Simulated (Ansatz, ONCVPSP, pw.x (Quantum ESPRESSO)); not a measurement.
# Equation-of-state test of one ONCV potential (lithium)

ONCVPSP 4.0.1 input, shortened (lines: element, Z, core and valence counts, functional; n l f; lmax; l rc ep ncon nbas qcut; lloc lpopt rc5 dvloc0; l nproj debl; icmod fcfact rcfact), PBEsol, scalar-relativistic:

```
  Li 3.00    1    1  -116133      upf
    1    0    2.00
    2    0    1.00
    2
    0    2.70    0.00    4    8    2.50
    1    2.40    0.12    4    7    3.80
    2    2.80    0.07    4    7    3.10
    4    5    2.05    0.00
    0    2    1.40
    1    1    3.00
    2    1    1.20
    3    5.75    1.40
```

Atomic tests: cutoffs needed: 2.0 Ha and 3.2 Ha (the cutoffs (Ha) at which the residual kinetic energy of the hardest occupied pseudo-wave falls to 1 and 0.1 mHa per electron) The cutoffs count occupied waves only; projector 2 of the s channel, the hardest unoccupied one, needs 8 Ha at the loose tolerance.; ghost test: no bound ghost flagged; no localised positive-energy state flagged; largest excitation error: +2.0 meV (all-electron minus pseudo) for 2s0.5, out of 2 test configurations.

Crystal test: fcc Li in pw.x 7.5, no spin, 13³ k-points, Fermi–Dirac smearing 0.01 Ry, cutoffs 50/200 Ry. The reference is all-electron LAPW (Ansatz 0.2.0) with the same functional, mesh and smearing; V0 and B0 come from Birch–Murnaghan fits to the pressures at five volumes. Errors are pseudo minus all-electron; Δ is the rms difference of the E(V) curves that follow from these fits, minima aligned, over ±6 % about the mean V0. Mesh and smearing are coarse, so the numbers serve the comparison and aren't converged zero-temperature values; the lattice is a test structure that the element need not adopt.

All-electron: a0 = 4.327 Å (V0 = 20.25 Å³/atom), B0 = 13.5 GPa.

Question: How far does the potential miss the all-electron equation of state?

Answer: mean pressure error (GPa): +0.27; a0 (Å): 4.355; a0 error (%): +0.64; B0 error (%): +1.3; Δ (meV/atom): 1.2. This is a poor potential for the solid.

```tsv
V (Å³/atom)	P all-electron (GPa)	P pseudo (GPa)
19.310	0.70	1.02
19.818	0.30	0.60
20.326	-0.05	0.22
20.834	-0.37	-0.12
21.342	-0.65	-0.43
```

Question: At the middle volume, how do free energy and pressure move when the wave cutoff is lowered (ecutrho kept at four times it)?

Answer:

| cutoff (Ry) | shift of F (meV/atom) | shift of P (GPa) |
| --- | --- | --- |
| 22 | +0.7 | +0.00 |
| 30 | +0.5 | +0.01 |
| 40 | +0.2 | -0.01 |

The 8 pw.x runs together took about 23 s on one core of a shared server CPU.
